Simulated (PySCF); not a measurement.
Compound: C2H8N (charge +1).
SMILES: `[NH2+](C)C`

Method: PBE0-D3(BJ)/def2-SVP geometry optimisation, gas phase in PySCF 2.14.0.

Take the most abundant isotopes and a rigid rotor. 

(1) What are A, B and C (cm⁻¹)?

(2) Classify the top.

(3) Is it planar, by Δ = Ic − Ia − Ib?

(4) Give the other two planar moments, Paa and Pbb, and the rms extents of the mass along the axes.

(5) Give the coordinates in the principal-axis frame, origin at the centre of mass.

(6) Where do the levels up to J = 2 lie, in cm⁻¹?

(7) Which lines would a microwave search look for?

(8) Estimate the classical rotational partition function at 10 K, 200 K and 298.15 K.

Results:

(1) Ia = 16.63, Ib = 57.76, Ic = 65.21 u·Å²; 505379 MHz·u·Å²/I gives 30381, 8750 and 7750 MHz, that is A = 1.01340, B = 0.29186, C = 0.25850 cm⁻¹.

(2) A near-prolate asymmetric top. Ray's parameter κ = (2B − A − C)/(A − C) = -0.912; −1 is the prolate and +1 the oblate limit.

(3) Not planar: Δ = Ic − Ia − Ib = -9.18 u·Å². For a rigid frame Δ = −2 Σ m c², so Σ m c² = 4.59 u·Å² lies off the ab plane, practically all of it from hydrogen. The atom farthest from that plane is 0.91 Å away.

(4) Paa = Σ m a² = (Ib + Ic − Ia)/2 = 53.17 and Pbb = Σ m b² = (Ia + Ic − Ib)/2 = 12.04 u·Å². With the mass M = 46.07 u, the rms extents √(P/M) along a, b and c are 1.07, 0.51, 0.32 Å.

(5) The sense of each axis is arbitrary; atoms in the order of the calculation.
```
atom  mass (u)   a (Å)   b (Å)   c (Å)
  C1    12.000   1.253   0.281   0.000
  N2    14.003   0.000  -0.522   0.000
  C3    12.000  -1.253   0.281   0.000
  H4     1.008   2.116  -0.395  -0.005
  H5     1.008   1.264   0.915  -0.895
  H6     1.008   1.270   0.907   0.901
  H7     1.008   0.000  -1.150   0.815
  H8     1.008   0.000  -1.148  -0.816
  H9     1.008  -2.116  -0.395   0.026
 H10     1.008  -1.256   0.930   0.885
 H11     1.008  -1.280   0.892  -0.910
```

(6) Above 0(0,0):
J = 1: 1(0,1) 0.5504, 1(1,1) 1.2719, 1(1,0) 1.3053
J = 2: 2(0,2) 1.6499, 2(1,2) 2.3393, 2(1,1) 2.4393, 2(2,1) 4.6040, 2(2,0) 4.6051
The levels of one J sum to (2J + 1)J(J + 1)(A + B + C)/3.

(7) The dipole components (about the centre of mass, as the species is charged) are |μa| = 0.00 D, |μb| = 1.55 D, |μc| = 0.00 D; the symmetry axis of this C2v structure is b, so μa and μc vanish by symmetry and there are no a-type or c-type lines. Some lines, for components of 0.1 D or more:

```json
{"type": "b", "branch": "R", "J(Ka,Kc)": "2(0,2) ← 1(1,1)", "MHz": "11334", "lower level (cm⁻¹)": "1.272"}
{"type": "b", "branch": "Q", "J(Ka,Kc)": "1(1,0) ← 1(0,1)", "MHz": "22631", "lower level (cm⁻¹)": "0.550"}
{"type": "b", "branch": "Q", "J(Ka,Kc)": "2(1,1) ← 2(0,2)", "MHz": "23665", "lower level (cm⁻¹)": "1.650"}
{"type": "b", "branch": "Q", "J(Ka,Kc)": "3(1,2) ← 3(0,3)", "MHz": "25279", "lower level (cm⁻¹)": "3.297"}
{"type": "b", "branch": "R", "J(Ka,Kc)": "3(0,3) ← 2(1,2)", "MHz": "28698", "lower level (cm⁻¹)": "2.339"}
{"type": "b", "branch": "R", "J(Ka,Kc)": "4(0,4) ← 3(1,3)", "MHz": "46382", "lower level (cm⁻¹)": "3.940"}
{"type": "b", "branch": "R", "J(Ka,Kc)": "2(1,2) ← 1(0,1)", "MHz": "53630", "lower level (cm⁻¹)": "0.550"}
{"type": "b", "branch": "Q", "J(Ka,Kc)": "4(2,2) ← 4(1,3)", "MHz": "61964", "lower level (cm⁻¹)": "6.406"}
{"type": "b", "branch": "Q", "J(Ka,Kc)": "2(2,0) ← 2(1,1)", "MHz": "64928", "lower level (cm⁻¹)": "2.439"}
{"type": "b", "branch": "R", "J(Ka,Kc)": "3(1,3) ← 2(0,2)", "MHz": "68642", "lower level (cm⁻¹)": "1.650"}
{"type": "b", "branch": "Q", "J(Ka,Kc)": "4(2,3) ← 4(1,4)", "MHz": "71455", "lower level (cm⁻¹)": "6.072"}
{"type": "b", "branch": "R", "J(Ka,Kc)": "2(2,1) ← 1(1,0)", "MHz": "98893", "lower level (cm⁻¹)": "1.305"}
{"type": "b", "branch": "R", "J(Ka,Kc)": "2(2,0) ← 1(1,1)", "MHz": "99927", "lower level (cm⁻¹)": "1.272"}
{"type": "b", "branch": "Q", "J(Ka,Kc)": "4(3,1) ← 4(2,2)", "MHz": "110269", "lower level (cm⁻¹)": "8.472"}
{"type": "b", "branch": "Q", "J(Ka,Kc)": "3(3,0) ← 3(2,1)", "MHz": "110509", "lower level (cm⁻¹)": "6.261"}
{"type": "b", "branch": "Q", "J(Ka,Kc)": "3(3,1) ← 3(2,2)", "MHz": "110678", "lower level (cm⁻¹)": "6.255"}
{"type": "b", "branch": "R", "J(Ka,Kc)": "4(2,2) ← 3(1,3)", "MHz": "135892", "lower level (cm⁻¹)": "3.940"}
{"type": "b", "branch": "Q", "J(Ka,Kc)": "4(4,0) ← 4(3,1)", "MHz": "154854", "lower level (cm⁻¹)": "12.151"}
{"type": "b", "branch": "Q", "J(Ka,Kc)": "4(4,1) ← 4(3,2)", "MHz": "154859", "lower level (cm⁻¹)": "12.150"}
{"type": "b", "branch": "R", "J(Ka,Kc)": "3(3,1) ← 2(2,0)", "MHz": "160142", "lower level (cm⁻¹)": "4.605"}
{"type": "b", "branch": "R", "J(Ka,Kc)": "3(3,0) ← 2(2,1)", "MHz": "160177", "lower level (cm⁻¹)": "4.604"}
{"type": "b", "branch": "R", "J(Ka,Kc)": "4(3,2) ← 3(2,1)", "MHz": "176572", "lower level (cm⁻¹)": "6.261"}
{"type": "b", "branch": "R", "J(Ka,Kc)": "4(4,1) ← 3(3,0)", "MHz": "220922", "lower level (cm⁻¹)": "9.947"}
```

(8) Point group C2v, symmetry number σ = 2; q = (√π/σ)·√((kT/h)³/(ABC)), k/h = 20836.6 MHz/K: 58.7 at 10 K, 5250 at 200 K, 9560 at 298.15 K.

PBE0-D3(BJ)/def2-SVP frequencies: not computed here. No vibrational averaging or centrifugal distortion is included, and the geometry carries the error of its method. A rigid rotor knows nothing of internal rotation, which can split or shift real lines. Quadrupole hyperfine structure (14N) is left out.
